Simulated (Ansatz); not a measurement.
SiH₄⁺, doublet: reading a ladder of total energies

All five atoms lie in one plane.

Geometry: a PBE0/def2-TZVP stationary point for this spin, not checked as a minimum.

```xyz
5

Si    0.0000    0.0000    0.0000
H    -0.0112    1.0909    1.0838
H    -0.0168   -1.0838    1.0907
H     0.0168    1.0838   -1.0907
H     0.0112   -1.0909   -1.0838
```

Basis 6-31G; Ansatz 0.2.0. Correlated methods freeze the noble-gas cores, which leaves 7 electrons in 16 orbitals. Prefix R: restricted or restricted open-shell reference; prefix U: unrestricted.

Full CI is exact within this basis and frozen core; it isn't the basis-set limit. The frozen core follows each run's orbitals, which can shift R against U totals by a few meV.

Runs differ by some tens of microhartree through their thresholds and, for an open shell, their frozen cores, so steps under 0.1 kcal/mol mean nothing.

```json
{"level": "UHF", "total energy (hartree)": "-290.728222"}
{"level": "UMP2", "total energy (hartree)": "-290.778164"}
{"level": "UCCSD", "total energy (hartree)": "-290.803758"}
{"level": "UCCSD(T)", "total energy (hartree)": "-290.804823"}
{"level": "UCCSDT", "total energy (hartree)": "-290.805413"}
{"level": "UCCSDT(Q)", "total energy (hartree)": "-290.805433"}
{"level": "UCCSDTQ", "total energy (hartree)": "-290.805436"}
{"level": "full CI", "total energy (hartree)": "-290.805435"}
```

Question: What is the correlation energy at full CI, and what share of it do UMP2 and UCCSD(T) recover?

Answer: E(corr) = -290.805435 − (-290.728222) = -0.077213 hartree = -2.101 eV. UMP2: -0.049942 / -0.077213 = 64.68 %. UCCSD(T): -0.076601 / -0.077213 = 99.21 %.

Question: By how many kcal/mol does UCCSD(T) miss full CI (1 hartree = 627.509 kcal/mol), and which steps make up the rest?

Answer: -290.804823 − (-290.805435) = 0.000612 hartree = 0.38 kcal/mol. Steps: UCCSDT − UCCSD(T) = -0.37, UCCSDT(Q) − UCCSDT = -0.01, UCCSDTQ − UCCSDT(Q) = 0.00, full CI − UCCSDTQ = 0.00 kcal/mol. That is within 1 kcal/mol of the reference in this basis, which itself misses far more of the correlation at the basis-set limit.
